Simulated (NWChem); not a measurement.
## Extrapolating the UMP2 correlation energy of O2 (+1)

```
O
O 1 1.1070
```
Charge +1, spin multiplicity 2.

All runs are NWChem calculations. The geometry was optimised at UB3LYP/def2-SVP, a minimum by its harmonic frequencies.

The correlated methods keep 2 core orbitals frozen. The structure started from a generated list of species. The unpaired electrons of the parent sit in orbitals of symmetry b2g (D2h labels of the run); other states weren't searched. No SCF solution was tested for a lower state. Open-shell Hartree-Fock references start from PBE0 orbitals; any time given for them includes that run.

Worked example. The UMP2 correlation energy is -452.68 mHa in cc-pVTZ and -483.22 mHa in cc-pVQZ. The form E(X) = E∞ + A/X³ turns the pair into an estimate of the basis-set limit.

E∞ = (4³·(-483.22) − 3³·(-452.68))/(4³ − 3³) = -505.5 mHa. The larger basis holds 96 % of that, at about 4 times the processor time of the smaller one. This is a two-point estimate.
